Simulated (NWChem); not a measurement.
# C2H8Si (SMILES C[SiH2]C) at 5 levels

Wanted: a comparison of 5 runs (B3LYP/def2-SVP, BHLYP/def2-SVP, M06-2X/def2-SVP, M06-L/def2-SVP, PBE0/def2-SVP) of C2H8Si. 

The results are computed with NWChem 7.3.0.

## (1) The system as given

C2H8Si has 11 atoms, charge 0, and is taken as a singlet. SMILES: `C[SiH2]C`. The shape is that of a PBE0-D4/def2-TZVP optimisation.

Bond lengths: C1–Si2 1.872 Å, Si2–C3 1.872 Å, C1–H4 1.092 Å, C1–H5 1.093 Å, C1–H6 1.093 Å, Si2–H7 1.491 Å, Si2–H8 1.491 Å, C3–H9 1.093 Å, C3–H10 1.092 Å, C3–H11 1.093 Å. Some angles: C1–Si2–C3 111.5°, C1–Si2–H7 109.5°, C1–Si2–H8 109.5°, C3–Si2–H7 109.5°, C3–Si2–H8 109.5°, Si2–C1–H4 111.0°, Si2–C1–H5 110.9°, Si2–C1–H6 110.9°, Si2–C3–H9 110.9°, Si2–C3–H10 111.0°.

## (2) Energy and gradient at B3LYP/def2-SVP (run 1)

work.nw reads:

```
start work
title "C2H8Si gradient"
memory 2200 mb

geometry units au noautosym nocenter noautoz
  C   -1.98459038   1.82774311  -1.24948691
  Si  -0.58430332  -1.23436910  -0.16554001
  C    2.54470520  -0.74133956   1.40916877
  H   -3.80930992   1.52482001  -2.16581511
  H   -0.74020572   2.76769288  -2.60366465
  H   -2.27693101   3.10841050   0.34411913
  H   -0.26437268  -2.95590960  -2.37368499
  H   -2.35289800  -2.49311568   1.63140056
  H    3.88943431   0.14210740   0.11413946
  H    3.34972853  -2.53601246   2.03599093
  H    2.35233108   0.48225811   3.06192324
end

basis spherical bse
  * library def2-SVP
end

dft
  xc b3lyp
  grid xfine
  convergence energy 1e-08
  maxiter 100
  mulliken
end

task dft gradient
```

Launch:

```bash
nwchem work.nw > work.out
```

Standard output:

```text
[...]
          Wavefunction type:  closed shell.
          No. of atoms     :    11
          No. of electrons :    34
[...]
          Charge           :     0
          Spin multiplicity:     1
[...]
          AO basis - number of functions:    86
[...]
              XC Information
              --------------
                         B3LYP Method XC Potential
                     Hartree-Fock (Exact) Exchange  0.200
                        Slater Exchange Functional  0.800 local
                    Becke 1988 Exchange Functional  0.720 non-local
              Lee-Yang-Parr Correlation Functional  0.810
                  VWN I RPA Correlation Functional  0.190 local
[...]
 d= 0,ls=0.0,diis     1   -370.3798052824 -4.85D+02  5.78D-03  2.17D-01     3.7
[...]
 d= 0,ls=0.0,diis     8   -370.4060649346 -7.96D-11  1.97D-07  3.12D-10    25.3
         Total DFT energy =     -370.406064934552
      One electron energy =     -734.978971859454
           Coulomb energy =      285.195078446206
    Exchange-Corr. energy =      -34.780675799069
 Nuclear repulsion energy =      114.158504277764
[...]
  wavefunction    = closed shell
                         DFT ENERGY GRADIENTS
    atom               coordinates                        gradient
                 x          y          z           x          y          z
   1 C      -1.984590   1.827743  -1.249487   -0.000351   0.000904  -0.000232
   2 Si     -0.584303  -1.234369  -0.165540    0.001970   0.004140   0.000566
   3 C       2.544705  -0.741340   1.409169    0.000850   0.000245   0.000423
   4 H      -3.809310   1.524820  -2.165815    0.005647   0.000636   0.002867
   5 H      -0.740206   2.767693  -2.603665   -0.003543  -0.003073   0.004146
   6 H      -2.276931   3.108411   0.344119    0.001043  -0.004121  -0.004669
   7 H      -0.264373  -2.955910  -2.373685   -0.000190   0.001277   0.001569
   8 H      -2.352898  -2.493116   1.631401    0.001294   0.000960  -0.001269
   9 H       3.889434   0.142107   0.114139   -0.004300  -0.002638   0.003695
  10 H       3.349729  -2.536012   2.035991   -0.002691   0.005322  -0.002019
  11 H       2.352331   0.482258   3.061923    0.000271  -0.003652  -0.005076
[...]
```

Wall time 32 s (1 thread of Intel Xeon 6975P-C (Granite Rapids), shared host); peak memory 0.15 GiB.

## (3) Energy and gradient at BHLYP/def2-SVP (run 2)

c2h8si.nw reads:

```
start c2h8si
title "C2H8Si"
memory total 2200 mb

geometry noautosym nocenter noautoz
  C       -1.050200       0.967200      -0.661200
  Si      -0.309200      -0.653200      -0.087600
  C        1.346600      -0.392300       0.745700
  H       -2.015800       0.806900      -1.146100
  H       -0.391700       1.464600      -1.377800
  H       -1.204900       1.644900       0.182100
  H       -0.139900      -1.564200      -1.256100
  H       -1.245100      -1.319300       0.863300
  H        2.058200       0.075200       0.060400
  H        1.772600      -1.342000       1.077400
  H        1.244800       0.255200       1.620300
end

basis spherical bse
  C library def2-SVP
  Si library def2-SVP
  H library def2-SVP
end

dft
  xc bhlyp
  mult 1
  grid xfine
  convergence energy 1e-08
  maxiter 100
  mulliken
end

task dft gradient
```

Launch:

```bash
nwchem c2h8si.nw > c2h8si.out
```

Standard output:

```text
[...]
          Wavefunction type:  closed shell.
          No. of atoms     :    11
          No. of electrons :    34
[...]
          Charge           :     0
          Spin multiplicity:     1
[...]
          AO basis - number of functions:    86
[...]
              XC Information
              --------------
                        BHLYP Method XC Functional
                     Hartree-Fock (Exact) Exchange  0.500
                        Slater Exchange Functional  0.500 local
                    Becke 1988 Exchange Functional  0.500 non-local
              Lee-Yang-Parr Correlation Functional  1.000
[...]
 d= 0,ls=0.0,diis     1   -370.2981608937 -4.84D+02  4.73D-03  1.73D-01     3.3
[...]
 d= 0,ls=0.0,diis     7   -370.3251984909 -5.52D-09  4.91D-07  5.05D-10    21.2
         Total DFT energy =     -370.325198490854
      One electron energy =     -734.941044983398
           Coulomb energy =      285.175245558527
    Exchange-Corr. energy =      -34.717911555581
 Nuclear repulsion energy =      114.158512489598
[...]
  wavefunction    = closed shell
                         DFT ENERGY GRADIENTS
    atom               coordinates                        gradient
                 x          y          z           x          y          z
   1 C      -1.984590   1.827743  -1.249487    0.000220  -0.000658   0.000247
   2 Si     -0.584303  -1.234369  -0.165540    0.001942   0.004086   0.000557
   3 C       2.544705  -0.741340   1.409169   -0.000666  -0.000134  -0.000323
   4 H      -3.809310   1.524820  -2.165815    0.000853  -0.000049   0.000447
   5 H      -0.740206   2.767693  -2.603664   -0.000364  -0.000554   0.000598
   6 H      -2.276931   3.108410   0.344119    0.000235  -0.000718  -0.000570
   7 H      -0.264373  -2.955909  -2.373685    0.000185  -0.001055  -0.001323
   8 H      -2.352898  -2.493115   1.631400   -0.001055  -0.000767   0.001063
   9 H       3.889434   0.142107   0.114139   -0.000722  -0.000344   0.000382
  10 H       3.349728  -2.536012   2.035991   -0.000491   0.000669  -0.000335
  11 H       2.352331   0.482258   3.061923   -0.000139  -0.000476  -0.000743
[...]
```

Wall time 27 s (1 thread of Intel Xeon 6975P-C (Granite Rapids), shared host); peak memory 0.14 GiB.

Runs 3 to 4 aren't shown in full; the table further down has their settings and results.

## (4) Energy and gradient at PBE0/def2-SVP (run 5)

m1.xyz reads:

```xyz
11
C2H8Si
C     -1.050200     0.967200    -0.661200
Si    -0.309200    -0.653200    -0.087600
C      1.346600    -0.392300     0.745700
H     -2.015800     0.806900    -1.146100
H     -0.391700     1.464600    -1.377800
H     -1.204900     1.644900     0.182100
H     -0.139900    -1.564200    -1.256100
H     -1.245100    -1.319300     0.863300
H      2.058200     0.075200     0.060400
H      1.772600    -1.342000     1.077400
H      1.244800     0.255200     1.620300
```

m1.nw reads:

```
start m1
title "C2H8Si"
memory stack 880 mb heap 220 mb global 1100 mb

geometry noautosym nocenter noautoz
  load format xyz m1.xyz
end

basis "ao basis" spherical bse
  * library def2-SVP
end

dft
  xc pbe0
  grid xfine
  convergence energy 1e-08
  iterations 100
  mulliken
  noprint "final vectors analysis"
end

task dft gradient
```

Launch:

```bash
nwchem m1.nw > m1.out
```

Standard output:

```text
[...]
          Wavefunction type:  closed shell.
          No. of atoms     :    11
          No. of electrons :    34
[...]
          Charge           :     0
          Spin multiplicity:     1
[...]
          AO basis - number of functions:    86
[...]
              XC Information
              --------------
                         PBE0 Method XC Functional
                     Hartree-Fock (Exact) Exchange  0.250
          PerdewBurkeErnzerhof Exchange Functional  0.750
            Perdew 1991 LDA Correlation Functional  1.000 local
           PerdewBurkeErnz. Correlation Functional  1.000 non-local
[...]
 d= 0,ls=0.0,diis     1   -370.1314497441 -4.84D+02  5.05D-03  1.91D-01     3.5
[...]
 d= 0,ls=0.0,diis     7   -370.1542760089 -6.72D-09  3.05D-07  2.18D-10    22.8
         Total DFT energy =     -370.154276008896
      One electron energy =     -735.058216952383
           Coulomb energy =      285.266080954597
    Exchange-Corr. energy =      -34.520652500708
 Nuclear repulsion energy =      114.158512489598
[...]
  wavefunction    = closed shell
                         DFT ENERGY GRADIENTS
    atom               coordinates                        gradient
                 x          y          z           x          y          z
   1 C      -1.984590   1.827743  -1.249487   -0.000990   0.002105  -0.000703
   2 Si     -0.584303  -1.234369  -0.165540    0.000274   0.000652   0.000085
   3 C       2.544705  -0.741340   1.409169    0.002127   0.000359   0.001076
   4 H      -3.809310   1.524820  -2.165815    0.005088   0.000749   0.002562
   5 H      -0.740206   2.767693  -2.603664   -0.003322  -0.002617   0.003719
   6 H      -2.276931   3.108410   0.344119    0.000867  -0.003577  -0.004335
   7 H      -0.264373  -2.955909  -2.373685   -0.000269   0.001786   0.002194
   8 H      -2.352898  -2.493115   1.631400    0.001804   0.001339  -0.001773
   9 H       3.889434   0.142107   0.114139   -0.003732  -0.002378   0.003472
  10 H       3.349728  -2.536012   2.035991   -0.002287   0.004887  -0.001758
  11 H       2.352331   0.482258   3.061923    0.000441  -0.003305  -0.004538
[...]
```

It took 29 s on 1 thread of Intel Xeon 6975P-C (Granite Rapids), shared host; peak memory 0.15 GiB.

## (5) The series

```csv
run,level,energy (Eh),dipole moment (D),HOMO energy (eV),LUMO energy (eV),wall time
1,B3LYP/def2-SVP,-370.406065,0.79,-8.56,1.34,32 s
2,BHLYP/def2-SVP,-370.325198,0.76,-10.06,2.34,27 s
3,M06-2X/def2-SVP,-370.305329,0.75,-9.97,2.34,44 s
4,M06-L/def2-SVP,-370.369260,0.80,–,–,49 s
5,PBE0/def2-SVP,-370.154276,0.81,–,–,29 s
```

## (6) Summary of results

```
                       quantity          value
            run 5: total energy  -370.15428 Eh
           run 5: dipole moment         0.81 D
run 5: largest force on an atom     0.295 eV/Å
```

The dipole moment (its size) runs from 0.75 D (M06-2X/def2-SVP) to 0.81 D (PBE0/def2-SVP). Over runs 1, 2, 3 the HOMO–LUMO gap runs from 9.89 eV (B3LYP/def2-SVP) to 12.40 eV (BHLYP/def2-SVP). Totals of different functionals can't be ranked against each other. All runs together took 3 min, the longest 49 s.
